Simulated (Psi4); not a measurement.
Process, species as SMILES: CCl (CH3-Cl) → [CH2-]Cl + H+
B3LYP-D3(BJ)/def2-TZVP geometries, fixed; electronic energies without zero-point terms.

Effect of the treatment of two-electron integrals at M06-2X/aug-cc-pV(T+d)Z with Psi4, against the last row, where the deprotonation energy is 403.95 kcal/mol.

| setting | largest shift of a total energy (mEh) | shift of the deprotonation energy (kcal/mol) |
|---|---|---|
| scf_type: df | 0.009 | -0.002 |
| scf_type: cd | 0.110 | -0.005 |
| scf_type: pk | 0.000 | 0.000 |

Within 0.02 kcal/mol in the deprotonation energy: scf_type: df; scf_type: cd. The largest shift is 0.110 mEh in a total energy and 0.005 kcal/mol in the difference.
